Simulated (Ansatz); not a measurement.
Basis-set extrapolation for `O=CCS` (PBE0-D4/def2-TZVP geometry, frozen core, Ansatz). Multiplicity 1, RHF reference.

|  | def2-TZVPP | def2-QZVPP |
| --- | --- | --- |
| HF | -550.516053 | -550.534403 |
| MP2 correlation | -0.736577 | -0.792056 |
| CCSD(T) correlation | -0.803107 | not run |

Energies in hartree. Use E(X) = E(∞) + A·exp(−7.88·√X) for Hartree–Fock and E(X) = E(∞) + B·X^(−2.97) for correlation, with X = 3 and 4, and add CCSD(T) minus MP2 of the smaller set to the MP2 limit.

What is the CCSD(T) energy at the basis-set limit?

HF limit: -550.534403 + (-0.018350) × 0.13774 = -550.53693. MP2 limit: -0.792056 + (-0.055479) × 0.74074 = -0.83315. Higher-order term: -0.803107 − (-0.736577) = -0.06653. Total: -551.43661 hartree, 308.4 kJ/mol below CCSD(T)/def2-TZVPP.
